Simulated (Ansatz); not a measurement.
Basis sets over 12 cases of the optimised length of bonds between heavy atoms at PBE with Ansatz (Al to Cl present), each against its own reference: (a) the value in aug-pcseg-3; (b) the value in def2-QZVPPD; (c) the value in pcseg-3; (d) the value in pcseg-4. By their distance from other large sets or by the extrapolation step the references are unsure by up to roughly 0.0012 Å. Each level at its own minimum; unrestricted open shells; no added dispersion term; no relativity. Cartesian d functions in some cases of 6-31G*, 6-31G**. (X+d) sets on Al to Cl for cc-pVXZ and aug-cc-pVXZ. Core-valence sets carry the plain set on hydrogen. 

Cases are drawn at random; left out are references unsure by over 0.0033 Å, doubtful singlets, and cases whose largest runs show a restricted determinant unstable towards unrestricted orbitals, <S^2> over 0.1 too high or, where CCSD(T) ran, T1 over 0.025 (0.045 for open shells). Sets are drawn from those converged to one state in every case.

Cases (SMILES) and reference values:
- ClF (F-Cl), one F-Cl bond length: 1.6490 Å (d)
- ClO (OH-Cl), one O-Cl bond length: 1.7079 Å (a)
- [S]C (CH3-S), doublet, one C-S bond length: 1.7911 Å (c)
- [Al]([Cl])[Cl], doublet, one Al-Cl bond length: 2.1165 Å (c)
- Cl[Si] (Si-Cl), doublet, one Si-Cl bond length: 2.0826 Å (d)
- [SiH]=O (O-SiH), doublet, one Si-O bond length: 1.5408 Å (a)
- Cl[Si](Cl)(Cl)Cl, one Si-Cl bond length: 2.0380 Å (d)
- [P]=O (O-P), doublet, one P-O bond length: 1.4918 Å (d)
- [Al]([F])[F], doublet, one Al-F bond length: 1.6651 Å (b)
- [Cl][Al] (Al-Cl) (closed-shell singlet), one Al-Cl bond length: 2.1608 Å (d)
- ClCl (Cl2), one Cl-Cl bond length: 2.0032 Å (d)
- Cl[CH2] (CH2-Cl), doublet, one C-Cl bond length: 1.6948 Å (b)

| basis | functions over def2-SVP (largest species, mean of cases) | mean signed deviation (Å) | mean absolute | largest | within 0.01 Å |
|---|---|---|---|---|---|
| STO-3G | 0.4 | 0.0606 | 0.0606 | 0.1215 | 3 of 12 |
| 6-31G* | 1.0 | 0.0196 | 0.0196 | 0.0382 | 1 of 12 |
| 6-31G** | 1.1 | 0.0195 | 0.0195 | 0.0382 | 1 of 12 |
| cc-pVDZ | 1.2 | 0.0165 | 0.0165 | 0.0283 | 3 of 12 |
| 6-311++G(2d,2p) | 1.9 | 0.0135 | 0.0135 | 0.0276 | 7 of 12 |
| def2-TZVP | 2.0 | 0.0029 | 0.0029 | 0.0050 | 12 of 12 |
| def2-TZVPPD | 2.8 | 0.0026 | 0.0026 | 0.0045 | 12 of 12 |
| cc-pCVTZ | 3.2 | 0.0038 | 0.0038 | 0.0060 | 12 of 12 |
| def2-QZVP | 4.1 | 0.0007 | 0.0008 | 0.0014 | 12 of 12 |
| def2-QZVPP | 4.1 | 0.0007 | 0.0008 | 0.0014 | 12 of 12 |

Among the sets for which every case ran a larger relative (same family, alike in diffuse functions, listed or not), the smallest listed that holds all cases within 0.01 Å together with them is def2-TZVP, at 2.0 times the functions of def2-SVP. Inside, though some case ran no larger relative to test it: def2-TZVPPD, cc-pCVTZ, def2-QZVP, def2-QZVPP. Largest deviations of relatives not listed, over the cases that ran them: def2-TZVPP 0.0048, def2-QZVPPD 0.0013 Å. A case lies within its reference's uncertainty of the window's edge in 6-311++G(2d,2p). These figures hold for the cases listed.

Ansatz is a first-principles code.
